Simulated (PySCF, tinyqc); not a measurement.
Coupled-perturbed Hartree-Fock on RHF in the sto-6g basis, for LiH, spin multiplicity 1, step by step. The lowest restricted solution is unstable here: a spin-polarised one lies 0.0220 hartree lower (PySCF). Computed by tinyqc, a small Python program that keeps every step (integrals from PySCF). Settings: charge = 0, multiplicity = 1, basis = sto-6g, method = RHF, energy threshold = 1e-10, iteration cap = 79, orthogonalisation = canonical, start = core, DIIS depth = 6. Command: `OMP_NUM_THREADS=1 python tinyqc.py 23593 23594 out.jsonl` (the two numbers bound the seeds that draw the settings). One thread of a shared host (Intel(R) Xeon(R) Processor @ 2.60GHz), about 0.2 s of CPU time with the checks. The early iterations of the SCF are left out here.

## One-electron integrals

Geometry (angstrom):
```
atom        x        y        z
Li    0.00000  0.00000  0.00000
H     0.00000  0.00000  2.44200
```

Basis sto-6g: exponents (1/bohr^2) and contraction coefficients of normalised primitives:
```
element  l (shell)   exponent  coefficient
Li           s (1)  167.17585      0.00916
Li           s (1)   30.65151      0.04936
Li           s (1)    8.57519      0.16854
Li           s (1)    2.94581      0.37056
Li           s (1)    1.14394      0.41649
Li           s (1)    0.47114      0.13033
Li           s (2)    6.59756     -0.01325
Li           s (2)    1.30583     -0.04699
Li           s (2)    0.40585     -0.03379
Li           s (2)    0.15615      0.25024
Li           s (2)    0.06781      0.59512
Li           s (2)    0.03108      0.24071
Li           p (3)    6.59756      0.00376
Li           p (3)    1.30583      0.03768
Li           p (3)    0.40585      0.17390
Li           p (3)    0.15615      0.41804
Li           p (3)    0.06781      0.42586
Li           p (3)    0.03108      0.10171
H            s (1)   35.52322      0.00916
H            s (1)    6.51314      0.04936
H            s (1)    1.82214      0.16854
H            s (1)    0.62596      0.37056
H            s (1)    0.24308      0.41649
H            s (1)    0.10011      0.13033
```

Overlap, kinetic and nuclear-attraction integrals over the contracted functions; the nuclear repulsion is the sum of Za Zb / Rab.

nuclear repulsion = 0.6500949 hartree

overlap S, lower triangle:
```
          1Li 1s   1Li 2s  1Li 2px  1Li 2py  1Li 2pz    2H 1s
1Li 1s   1.00000
1Li 2s   0.23574  1.00000
1Li 2px  0.00000  0.00000  1.00000
1Li 2py  0.00000  0.00000  0.00000  1.00000
1Li 2pz  0.00000  0.00000  0.00000  0.00000  1.00000
2H 1s    0.01065  0.21068  0.00000  0.00000  0.31041  1.00000
```

kinetic energy T (hartree), lower triangle:
```
           1Li 1s   1Li 2s  1Li 2px  1Li 2py  1Li 2pz    2H 1s
1Li 1s    3.61674
1Li 2s   -0.11072  0.10652
1Li 2px   0.00000  0.00000  0.32001
1Li 2py   0.00000  0.00000  0.00000  0.32001
1Li 2pz   0.00000  0.00000  0.00000  0.00000  0.32001
2H 1s    -0.00476  0.00553  0.00000  0.00000  0.03036  0.76852
```

nuclear attraction V (hartree), lower triangle:
```
           1Li 1s    1Li 2s   1Li 2px   1Li 2py   1Li 2pz     2H 1s
1Li 1s   -8.28384
1Li 2s   -0.87945  -1.41177
1Li 2px   0.00000   0.00000  -1.39348
1Li 2py   0.00000   0.00000   0.00000  -1.39348
1Li 2pz  -0.00731  -0.07576   0.00000   0.00000  -1.44819
2H 1s    -0.04070  -0.30885   0.00000   0.00000  -0.46010  -1.88961
```

core Hamiltonian H = T + V (hartree), lower triangle:
```
           1Li 1s    1Li 2s   1Li 2px   1Li 2py   1Li 2pz     2H 1s
1Li 1s   -4.66710
1Li 2s   -0.99017  -1.30525
1Li 2px   0.00000   0.00000  -1.07348
1Li 2py   0.00000   0.00000   0.00000  -1.07348
1Li 2pz  -0.00731  -0.07576   0.00000   0.00000  -1.12818
2H 1s    -0.04547  -0.30332   0.00000   0.00000  -0.42974  -1.12109
```

## Two-electron integrals

Functions are numbered as in S; the eight-fold symmetry (ij|kl) = (ji|kl) = (kl|ij) leaves the list below.

Two-electron integrals (ij|kl) in chemists' order, unique and non-zero (hartree):
```
(11|11) 1.68125   (21|11) 0.24260   (21|21) 0.04451   (22|11) 0.39719
(22|21) 0.09028   (22|22) 0.29062   (31|31) 0.00944   (32|31) 0.01426
(32|32) 0.06424   (33|11) 0.39719   (33|21) 0.09028   (33|22) 0.29062
(33|33) 0.31312   (41|41) 0.00944   (42|41) 0.01426   (42|42) 0.06424
(43|43) 0.01688   (44|11) 0.39719   (44|21) 0.09028   (44|22) 0.29062
(44|33) 0.27937   (44|44) 0.31312   (51|51) 0.00944   (52|51) 0.01426
(52|52) 0.06424   (53|53) 0.01688   (54|54) 0.01688   (55|11) 0.39719
(55|21) 0.09028   (55|22) 0.29062   (55|33) 0.27937   (55|44) 0.27937
(55|55) 0.31312   (61|11) 0.01056   (61|21) 0.00192   (61|22) 0.00400
(61|33) 0.00395   (61|44) 0.00395   (61|51) 0.00026   (61|52) 0.00055
(61|55) 0.00412   (61|61) 0.00009   (62|11) 0.05779   (62|21) 0.01348
(62|22) 0.05072   (62|33) 0.04777   (62|44) 0.04777   (62|51) 0.00207
(62|52) 0.01583   (62|55) 0.05664   (62|61) 0.00072   (62|62) 0.01949
(63|31) 0.00072   (63|32) 0.00414   (63|53) 0.00191   (63|63) 0.00087
(64|41) 0.00072   (64|42) 0.00414   (64|54) 0.00191   (64|64) 0.00087
(65|11) 0.08101   (65|21) 0.01900   (65|22) 0.07308   (65|33) 0.06815
(65|44) 0.06815   (65|51) 0.00324   (65|52) 0.02476   (65|55) 0.08294
(65|61) 0.00104   (65|62) 0.03009   (65|65) 0.04667   (66|11) 0.21668
(66|21) 0.05107   (66|22) 0.20953   (66|33) 0.19330   (66|44) 0.19330
(66|51) 0.00728   (66|52) 0.07208   (66|55) 0.24200   (66|61) 0.00277
(66|62) 0.10974   (66|65) 0.17343   (66|66) 0.77500
```

## Orthogonalisation

S = U s U^T; canonical form X = U s^(-1/2), so that X^T S X = 1. Each column of U has its largest component positive (the first on a tie).

eigenvalues of S: 0.59949  0.81502  1.00000  1.00000  1.17690  1.40859

X:
```
                1         2         3        4         5        6
1Li 1s    0.36119   0.72267   0.00000  0.00000   0.58294  0.26135
1Li 2s   -0.65132  -0.55245   0.00000  0.00000   0.44985  0.42862
1Li 2px   0.00000   0.00000  -0.03443  0.99941   0.00000  0.00000
1Li 2py   0.00000   0.00000   0.99941  0.03443   0.00000  0.00000
1Li 2pz  -0.64640   0.54297   0.00000  0.00000  -0.48179  0.40936
2H 1s     0.83401  -0.32357   0.00000  0.00000  -0.27457  0.53883
```

Within a degenerate level the vectors are fixed only up to a rotation; this is one choice.

## Iteration 8 (converged): orbitals

converged F (hartree), lower triangle:
```
           1Li 1s    1Li 2s  1Li 2px  1Li 2py   1Li 2pz     2H 1s
1Li 1s   -2.41336
1Li 2s   -0.62171  -0.18700
1Li 2px   0.00000   0.00000  0.15518
1Li 2py   0.00000   0.00000  0.00000  0.15518
1Li 2pz   0.01272  -0.04753  0.00000  0.00000   0.07594
2H 1s    -0.02884  -0.16939  0.00000  0.00000  -0.17071  -0.06505
```

Diagonalise F' = X^T F X, C = X C', fill 2 alpha and 2 beta electrons from the bottom; D = 2 C_occ C_occ^T. Each column has its largest component positive (the first on a tie).

F' = X^T F X (hartree), lower triangle:
```
          1         2        3        4         5         6
1   0.18957
2  -0.37792  -0.75404
3   0.00000   0.00000  0.15518
4   0.00000   0.00000  0.00000  0.15518
5  -0.35458  -1.01345  0.00000  0.00000  -1.15193
6  -0.20161  -0.44308  0.00000  0.00000  -0.59964  -0.52027
```

orbital energies (hartree): MO1 -2.41465, MO2 -0.21359, MO3 0.06608, MO4 0.15518, MO5 0.15518, MO6 0.32549

coefficients C:
```
              MO1       MO2       MO3       MO4      MO5       MO6
1Li 1s    0.99421  -0.13904  -0.20646   0.00000  0.00000   0.10211
1Li 2s    0.02348   0.51318   0.80310   0.00000  0.00000  -0.45455
1Li 2px   0.00000   0.00000   0.00000   0.89046  0.45506   0.00000
1Li 2py   0.00000   0.00000   0.00000  -0.45506  0.89046   0.00000
1Li 2pz  -0.00440   0.31659  -0.57146   0.00000  0.00000  -0.82797
2H 1s    -0.00099   0.62739  -0.24282   0.00000  0.00000   0.84463
```

D after iteration 8, lower triangle:
```
           1Li 1s   1Li 2s  1Li 2px  1Li 2py  1Li 2pz    2H 1s
1Li 1s    2.01557
1Li 2s   -0.09602  0.52781
1Li 2px   0.00000  0.00000  0.00000
1Li 2py   0.00000  0.00000  0.00000  0.00000
1Li 2pz  -0.09678  0.32473  0.00000  0.00000  0.20050
2H 1s    -0.17642  0.64388  0.00000  0.00000  0.39726  0.78723
```

Within a degenerate level the vectors are fixed only up to a rotation; this is one choice.

## Convergence

Stop when the energy changes by less than 1e-10 hartree and every element of the error matrix X^T (F D S - S D F) X is below 3e-06.

Course of the cycle:
```
iteration  E (hartree)     change  largest element of the error matrix
1           -7.7702839          -                             2.32e-01
2           -7.8654872  -9.52e-02                             2.65e-02
3           -7.8669223  -1.44e-03                             7.20e-03
4           -7.8671444  -2.22e-04                             3.20e-03
5           -7.8672186  -7.42e-05                             1.05e-04
6           -7.8672186  -1.62e-08                             1.62e-05
7           -7.8672187  -2.14e-09                             5.49e-07
8           -7.8672187  -2.49e-12                             3.03e-09
```

PySCF RHF in the same basis = -7.8672187 hartree

Converged in 8 iterations.

## Integrals over molecular orbitals

(pq|rs) = sum C_ip C_jq C_kr C_ls (ij|kl), one index at a time.

one-electron integrals over orbitals h = C^T H C (hartree), lower triangle:
```
          1         2         3         4         5         6
1  -4.65999
2   0.09566  -1.22908
3   0.16213  -0.00225  -1.08467
4   0.00000   0.00000   0.00000  -1.07348
5   0.00000   0.00000   0.00000   0.00000  -1.07348
6  -0.05368   0.06570   0.01760   0.00000   0.00000  -1.02928
```

Two-electron integrals over orbitals (pq|rs), unique and non-zero (hartree):
```
(11|11) 1.66554    (21|11) -0.09746   (21|21) 0.00998    (22|11) 0.29489
(22|21) 0.00180    (22|22) 0.43569    (31|11) -0.14568   (31|21) 0.01132
(31|22) -0.00948   (31|31) 0.02323    (32|11) 0.03983    (32|21) -0.00252
(32|22) -0.06608   (32|31) -0.00082   (32|32) 0.02823    (33|11) 0.39065
(33|21) -0.00823   (33|22) 0.21045    (33|31) 0.00023    (33|32) 0.01758
(33|33) 0.32181    (41|41) 0.01003    (42|41) 0.00718    (42|42) 0.02039
(43|41) 0.01044    (43|42) 0.02112    (43|43) 0.04165    (44|11) 0.39697
(44|21) -0.00321   (44|22) 0.23256    (44|31) -0.00481   (44|32) 0.01960
(44|33) 0.27775    (44|44) 0.31312    (51|51) 0.01003    (52|51) 0.00718
(52|52) 0.02039    (53|51) 0.01044    (53|52) 0.02112    (53|53) 0.04165
(54|54) 0.01688    (55|11) 0.39697    (55|21) -0.00321   (55|22) 0.23256
(55|31) -0.00481   (55|32) 0.01960    (55|33) 0.27775    (55|44) 0.27937
(55|55) 0.31312    (61|11) 0.06800    (61|21) -0.00902   (61|22) -0.00673
(61|31) -0.00482   (61|32) 0.00289    (61|33) 0.01166    (61|44) 0.00158
(61|55) 0.00158    (61|61) 0.01098    (62|11) -0.09001   (62|21) 0.00086
(62|22) 0.10531    (62|31) 0.00486    (62|32) -0.05220   (62|33) -0.01764
(62|44) -0.04410   (62|55) -0.04410   (62|61) 0.00174    (62|62) 0.13390
(63|11) 0.02646    (63|21) -0.00191   (63|22) -0.06377   (63|31) 0.00410
(63|32) 0.02347    (63|33) 0.03743    (63|44) 0.01164    (63|55) 0.01164
(63|61) 0.00462    (63|62) -0.04366   (63|63) 0.03612    (64|41) -0.00539
(64|42) -0.01734   (64|43) -0.01075   (64|64) 0.01851    (65|51) -0.00539
(65|52) -0.01734   (65|53) -0.01075   (65|65) 0.01851    (66|11) 0.34780
(66|21) 0.00040    (66|22) 0.40203    (66|31) -0.00994   (66|32) -0.04942
(66|33) 0.23915    (66|44) 0.25391    (66|55) 0.25391    (66|61) -0.00535
(66|62) 0.07858    (66|63) -0.04622   (66|66) 0.39311
```

## Response to a field: uncoupled start

dipole integrals <a|z|i> (bohr):
```
          i1        i2
a3  -0.12252  -1.00675
a4   0.00000   0.00000
a5   0.00000   0.00000
a6  -0.14532   1.25172
```

Field along z; U_ai = -mu_ai / (e_a - e_i), alpha = -4 sum U_ai mu_ai.

uncoupled U:
```
         i1        i2
a3  0.04939   3.59974
a4  0.00000   0.00000
a5  0.00000   0.00000
a6  0.05304  -2.32195
```

uncoupled polarisability = 26.17691 bohr^3

## Coupled step 1

U_ai = -(mu_ai + sum_bj [4 (ai|bj) - (ab|ij) - (aj|bi)] U_bj) / (e_a - e_i); alpha = -4 sum U_ai mu_ai.

U after step 1:
```
         i1        i2
a3  0.06556   4.44499
a4  0.00000   0.00000
a5  0.00000   0.00000
a6  0.05267  -1.70571
```

polarisability = 26.50295 bohr^3

## Coupled step 2

As before.

U after step 2:
```
         i1        i2
a3  0.06108   5.02926
a4  0.00000   0.00000
a5  0.00000   0.00000
a6  0.04913  -1.56033
```

polarisability = 28.12365 bohr^3

## Coupled polarisability

Repeat until U stops changing; compare with -d2E/dF2.

Course of the coupled iterations:
```
step  alpha (bohr^3)
0           26.17691
1           26.50295
2           28.12365
3           28.86860
4           29.29641
5           29.53167
6           29.66210
7           29.73432
8           29.77431
9           29.79645
10          29.80871
11          29.81550
...              ...
22          29.82392
23          29.82392
24          29.82393
25          29.82393
26          29.82393
27          29.82393
28          29.82393
29          29.82393
30          29.82393
31          29.82393
32          29.82393
33          29.82393
```

coupled polarisability = 29.82393 bohr^3

finite-field check, fields of +/-0.001 au = 29.83175 bohr^3
